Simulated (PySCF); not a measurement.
Compound: C₅H₇F.
SMILES with atom numbers: `[F:1][C@H:2]1[CH:3]=[CH:4][CH2:5][CH2:6]1` (hydrogens: H7 on C2; H8 on C3; H9 on C4; H10, H11 on C5; H12, H13 on C6)

The same species was optimised twice, with GFN2-xTB and with PBE0-D3(BJ)/def2-SVP (PySCF), and the same property calculations (PySCF, gas phase) were run on both structures.

| coordinate | GFN2-xTB | PBE0-D3(BJ)/def2-SVP | change |
| --- | --- | --- | --- |
| C3=C4 (Å) | 1.321 | 1.336 | +0.015 |
| C2–C6 (Å) | 1.536 | 1.531 | -0.005 |
| C4–C5 (Å) | 1.498 | 1.503 | +0.005 |
| F1–C2 (Å) | 1.386 | 1.381 | -0.005 |
| C5–C6 (Å) | 1.538 | 1.537 | -0.001 |
| C2–C3 (Å) | 1.501 | 1.500 | -0.001 |
| F1–C2–C3 (°) | 111.5 | 112.4 | +0.9 |
| C4–C5–C6 (°) | 103.8 | 103.0 | -0.8 |
| C3–C2–C6 (°) | 104.3 | 103.6 | -0.7 |
| C3–C4–C5 (°) | 112.6 | 112.1 | -0.5 |
| F1–C2–C6 (°) | 110.9 | 111.4 | +0.5 |
| C2–C3–C4 (°) | 111.6 | 111.3 | -0.3 |
| C2–C6–C5 (°) | 105.7 | 105.7 | 0.0 |

Rotational constants: A = 6850, B = 3311, C = 2455 MHz (GFN2-xTB) against A = 6981, B = 3258, C = 2417 MHz (PBE0-D3(BJ)/def2-SVP). Point groups within 0.08 Å: C1 and C1.

On the GFN2-xTB structure: F1s of F1 (eV) 691.82 [delta-SCF UKS SCAN, pcX-2 on the ionised atom, pcseg-1 elsewhere, spin-free X2C]; C1s of C2 (eV) 292.80 [delta-SCF UKS SCAN, pcX-2 on the ionised atom, pcseg-1 elsewhere, spin-free X2C]; C1s of C3 (eV) 290.29 [delta-SCF UKS SCAN, pcX-2 on the ionised atom, pcseg-1 elsewhere, spin-free X2C]; C1s of C4 (eV) 290.54 [delta-SCF UKS SCAN, pcX-2 on the ionised atom, pcseg-1 elsewhere, spin-free X2C]; C1s of C5 (eV) 290.90 [delta-SCF UKS SCAN, pcX-2 on the ionised atom, pcseg-1 elsewhere, spin-free X2C]; C1s of C6 (eV) 290.78 [delta-SCF UKS SCAN, pcX-2 on the ionised atom, pcseg-1 elsewhere, spin-free X2C].

Q: What do these properties become on the PBE0-D3(BJ)/def2-SVP structure?

A: 
```json
{"property": "F1s of F1 (eV)", "level": "delta-SCF UKS SCAN, pcX-2 on the ionised atom, pcseg-1 elsewhere, spin-free X2C", "on GFN2-xTB": "691.82", "on PBE0-D3(BJ)/def2-SVP": "691.93", "change": "+0.11"}
{"property": "C1s of C2 (eV)", "level": "delta-SCF UKS SCAN, pcX-2 on the ionised atom, pcseg-1 elsewhere, spin-free X2C", "on GFN2-xTB": "292.80", "on PBE0-D3(BJ)/def2-SVP": "292.86", "change": "+0.06"}
{"property": "C1s of C3 (eV)", "level": "delta-SCF UKS SCAN, pcX-2 on the ionised atom, pcseg-1 elsewhere, spin-free X2C", "on GFN2-xTB": "290.29", "on PBE0-D3(BJ)/def2-SVP": "290.35", "change": "+0.06"}
{"property": "C1s of C4 (eV)", "level": "delta-SCF UKS SCAN, pcX-2 on the ionised atom, pcseg-1 elsewhere, spin-free X2C", "on GFN2-xTB": "290.54", "on PBE0-D3(BJ)/def2-SVP": "290.60", "change": "+0.06"}
{"property": "C1s of C5 (eV)", "level": "delta-SCF UKS SCAN, pcX-2 on the ionised atom, pcseg-1 elsewhere, spin-free X2C", "on GFN2-xTB": "290.90", "on PBE0-D3(BJ)/def2-SVP": "291.00", "change": "+0.10"}
{"property": "C1s of C6 (eV)", "level": "delta-SCF UKS SCAN, pcX-2 on the ionised atom, pcseg-1 elsewhere, spin-free X2C", "on GFN2-xTB": "290.78", "on PBE0-D3(BJ)/def2-SVP": "290.84", "change": "+0.06"}
```

The heavy atoms differ by 0.048 Å rms after alignment. Among bonds between heavy atoms C3=C4 changes most (+0.015 Å). Changes are differences of the printed values. Neither structure is proved a minimum here.
